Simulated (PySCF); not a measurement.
BH (singlet state).
SMILES: `[BH]`

Level of theory: PBE0-D3(BJ)/def2-SVP geometry optimisation, gas phase (PySCF 2.14.0).

Masses are those of the commonest isotopes; rigid-rotor values at the optimised geometry. 

What are the moment of inertia and the rotational constant?

I = 1.448 u·Å², B = 505379 MHz·u·Å²/I = 348979 MHz (11.6407 cm⁻¹, or 16.748 K as hB/k). For two atoms I = μr² with μ = 0.9233 u and r = 1.2524 Å.

List the first levels of a rigid rotor in a Σ state.

E(J) = BJ(J+1): J = 1: 23.281, J = 2: 69.844, J = 3: 139.688, J = 4: 232.813, J = 5: 349.220, J = 6: 488.908 cm⁻¹.

Where do the first rotational lines fall?

The dipole is 1.60 D; J+1 ← J lies at 2B(J+1): 1 ← 0 at 697.96 GHz, 2 ← 1 at 1395.91 GHz, 3 ← 2 at 2093.87 GHz, 4 ← 3 at 2791.83 GHz, 5 ← 4 at 3489.79 GHz, 6 ← 5 at 4187.74 GHz.

Estimate the classical rotational partition function at 200 K.

Point group C∞v, symmetry number σ = 1; q = kT/(σhB), k/h = 20836.6 MHz/K: 11.9 at 200 K.

Stationary, but not proved a minimum. Zero-point vibration and centrifugal distortion are left out.
